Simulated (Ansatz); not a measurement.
**Worked example: vertical ionisation energy of C2H3FOS (SMILES FC1(S)CO1)**

C2H3FOS has 8 atoms, charge 0, and is taken as a singlet. As SMILES, `FC1(S)CO1`. The shape is that of a PBE0-D4/def2-TZVP optimisation. This is one conformer, not always the lowest.

Both states at this one shape; open shells run unrestricted unless said. 1 Eh = 27.2114 eV.

| level | program | singlet C2H3FOS (Eh) | doublet C2H3FOS+ (Eh) | HOMO of the first (eV) |
| --- | --- | --- | --- | --- |
| wB97X/pcseg-0 | Ansatz | -649.927874 | -649.532313 | -10.38 |
| wB97X/pcseg-1 | Ansatz | -651.091712 | -650.711678 | -10.18 |
| wB97X/pcseg-2 | Ansatz | -651.285552 | -650.907948 | -10.18 |

**Question.** Work out the vertical ionisation energy at each level.

**Answer.** 
1. wB97X/pcseg-0: -649.532313 − (-649.927874) = 0.395561 Eh = 10.76 eV; −ε(HOMO) = 10.38 eV.
2. wB97X/pcseg-1: -650.711678 − (-651.091712) = 0.380034 Eh = 10.34 eV; −ε(HOMO) = 10.18 eV.
3. wB97X/pcseg-2: -650.907948 − (-651.285552) = 0.377604 Eh = 10.28 eV; −ε(HOMO) = 10.18 eV.

No measured value is set beside it here; the levels span 10.28 to 10.76 eV.
